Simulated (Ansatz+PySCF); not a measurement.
Values are calculated unless marked as measured or tabulated.
Input for Ansatz (development build ahead of 0.2.0):

```yaml
crystal:
  periodic: [false, false, false]
  atoms:
    - { symbol: F, position_ang: [0.0, 0.0, 0.0] }
    - { symbol: Al, position_ang: [1.17472, 1.5663, 3.39113] }
basis:
  gaussian: { orbitals: STO-3G }
hamiltonian:
  xc: hf
correlation:
  method: fci
  frozen_orbitals: { Al: 5, F: 1 }
```

The input is written out in the form of the current development build from the run's settings.

The run gave:

```json
{"Converged": "yes", "Total energy": "-336.87035 hartree", "State": "lowest singlet root, of any spatial symmetry"}
```
